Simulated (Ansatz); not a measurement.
**GeH₂⁺, doublet along the angle H2-Ge1-H3**

Starting geometry (PBE0/def2-TZVP stationary point for this spin, not checked as a minimum):

```xyz
3

Ge    0.0000   -0.0207    0.0000
H     0.0000    0.7445   -1.3499
H     0.0000    0.7445    1.3499
```

From there the angle named below is changed in its plane at fixed bond lengths, both arms turning rigidly about the middle atom; atoms are numbered as listed. Energies are in kJ/mol, counted from the starting geometry at the same level. Kohn–Sham curves are unrestricted where that lies lower.

Basis aug-cc-pVDZ; Ansatz 0.2.0. Correlated methods freeze the noble-gas cores and the filled d shells of p-block atoms. No spin–orbit coupling is included, and no scalar relativity.

A value is left out where its run failed or describes another state than the reference as far as symmetry and spin tell, or, spin-broken singlets apart, can't be checked.

In so small a basis the reference is far from its limit while semilocal and hybrid functionals are nearer theirs (RPA and double hybrids share much of the reference's basis error), so the functionals' errors here hold much of the reference's basis and frozen-core error, which can add to them or hide them.

Full CI is exact within this basis and frozen core; it isn't the basis-set limit.

| angle H2-Ge1-H3 (°) | full CI | PBE | BLYP | r2SCAN | PBE0 | B3LYP | wB97M-V | RPA-PBE |
| --- | --- | --- | --- | --- | --- | --- | --- | --- |
| 67.2 | 159.9 | 157.5 | – | 162.4 | 162.5 | – | 161.6 | 131.9 |
| 85.1 | 64.5 | 63.2 | 62.7 | 65.3 | 65.5 | 64.6 | 64.6 | 59.5 |
| 104.0 | 13.1 | 12.8 | 12.3 | 13.2 | 13.3 | 12.8 | 12.9 | 11.6 |
| 120.9 | 0.0 | 0.0 | 0.0 | 0.0 | 0.0 | 0.0 | 0.0 | 0.0 |
| 125.0 | 0.8 | 0.7 | 0.9 | 0.8 | 0.7 | 0.9 | 0.8 | 0.9 |
| 143.1 | 20.2 | 19.1 | 20.3 | 19.9 | 19.9 | 20.8 | 20.5 | 20.3 |
| 159.9 | 56.8 | 53.3 | 56.3 | 54.7 | 55.5 | 57.8 | 57.2 | 55.8 |
| 180.0 | 91.6 | 83.7 | 89.5 | 83.7 | – | 92.0 | – | 89.0 |
